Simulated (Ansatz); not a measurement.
# BFH₅N (built from SMILES BF.N): search for a transition state

Aim: find the saddle point of a four-centre ligand exchange that is to form B1–N6, F2–H5 and break B1–F2, H5–N6, prove it by its vibrations, and relax downhill on both sides to see what it joins.

Method: PBE0-D4, def2-SVP first, then def2-TZVP; program: Ansatz 0.2.0, Gaussian basis.

31 further runs of the same task are left out: 31 set aside as unsound or not needed.

### 1 The system as given

The guess: 8 atoms, charge 0, spin multiplicity 1.

Atoms are counted from 1 here; the program's logs count them from 0.

Bond lengths: B1–H3 1.165 Å, B1–H4 1.164 Å, N6–H7 1.006 Å, N6–H8 1.006 Å. Angles: H3–B1–H4 124.9°, H7–N6–H8 112.1°.

Geometry (Å):

```xyz
8

B    -0.2165   -0.8605   -0.0486
F     0.7165   -0.4359   -1.3792
H    -1.2975   -1.0811   -0.4216
H     0.4137   -1.5693    0.6263
H     0.6261    0.5952   -0.7596
N     0.0079    0.8706    0.3930
H    -0.8201    1.4410    0.3791
H     0.5699    1.0399    1.2105
```

Distances that are to change: B1–N6 1.80 Å, F2–H5 1.21 Å, B1–F2 1.68 Å, H5–N6 1.34 Å.

### 2 Relaxing the guess with the reacting distances held

Contents of hold/in.yaml:

```yaml
crystal:
  periodic: [false, false, false]
  atoms:
    - {symbol: B, position_ang: [-0.216500, -0.860500, -0.048600]}
    - {symbol: F, position_ang: [0.716500, -0.435900, -1.379200]}
    - {symbol: H, position_ang: [-1.297500, -1.081100, -0.421600]}
    - {symbol: H, position_ang: [0.413700, -1.569300, 0.626300]}
    - {symbol: H, position_ang: [0.626100, 0.595200, -0.759600]}
    - {symbol: N, position_ang: [0.007900, 0.870600, 0.393000]}
    - {symbol: H, position_ang: [-0.820100, 1.441000, 0.379100]}
    - {symbol: H, position_ang: [0.569900, 1.039900, 1.210500]}
basis:
  gaussian: {orbitals: def2-SVP}
hamiltonian: {xc: pbe0, dispersion: d4}
relax: {f_tol: 0.08, max_steps: 120, escape_saddle: false, constraints: [{distance: [0, 5]}, {distance: [1, 4]}, {distance: [0, 1]}, {distance: [4, 5]}]}
```

No record of the launch command was kept for these runs.

The runs that follow: Saddle search in the small basis; Saddle search in triple zeta; Vibrations at the point found; Relaxing after a step of 0.30 Å one way along the mode; Relaxing after a step of 0.30 Å the other way along the mode.

What does the calculation give? Wanted: imaginary mode; barrier from the start side; barrier from the end side; energy of the step; pairs that change; zero-point energy at the saddle.

**Answer**, as computed:

| quantity | value |
| --- | --- |
| imaginary mode | 727i cm⁻¹ |
| barrier from the start side | 133.9 kJ/mol |
| barrier from the end side | 55.4 kJ/mol |
| energy of the step | +78.5 kJ/mol |
| pairs that change | B1–N6 tightened, F2–H5 formed, B1–F2 broken, H5–N6 broken |
| zero-point energy at the saddle | 1.610 eV |

The point has a single imaginary mode (727i cm⁻¹), as a transition state must. It joins the planned start and end. At PBE0-D4/def2-TZVP the electronic barrier is 133.9 kJ/mol, about 54 kT at 298 K, and the step runs 78.5 kJ/mol uphill. A step off the saddle overshot and began above it in energy, so the link to its end is likely but not proven.
